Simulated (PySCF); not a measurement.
Gas-phase reaction: 2 AlCl3.H2O + ClO → 2 AlCl2OH + 3 Cl + H2O

Method: PySCF energies plus ideal-gas RRHO corrections (1 bar). † marks an energy on the PBE0/def2-TZVP geometry and frequencies; other levels use their own. 6-31G* has spherical d functions here. Open shells (unrestricted): ClO (multiplicity 2), Cl (multiplicity 2); the rest are closed-shell singlets. Spin-orbit splitting is ignored; it lowers the true energy and changes the entropy of ClO, Cl. B3LYP is the form with VWN-RPA correlation. Adducts (AlCl3.H2O) have no counterpoise correction, and HF, PBE, BLYP, B3LYP and PBE0 lack dispersion. AlCl3.H2O, AlCl2OH: computed as isolated molecules; such fragments, hydroxides, amides, oligomers or adducts are transient or little studied in the gas.

| level | ΔH°(298 K), kJ |
|---|---|
| B3LYP/6-31G* | ___ |
| PBE/def2-SVP | 545 |
| PBE/def2-TZVP† | 499 |
| PBE0/def2-QZVP† | ___ |
| PBE0/def2-TZVP | 479 |
| r2SCAN/def2-TZVP† | ___ |
| LDA/def2-TZVP† | 640 |
| ωB97M-V/def2-TZVP† | ___ |

### Question
Fill in the missing entries.

### Answer

- B3LYP/6-31G*, ΔH°(298 K), kJ: 454
- PBE0/def2-QZVP†, ΔH°(298 K), kJ: 472
- r2SCAN/def2-TZVP†, ΔH°(298 K), kJ: 498
- ωB97M-V/def2-TZVP†, ΔH°(298 K), kJ: 487
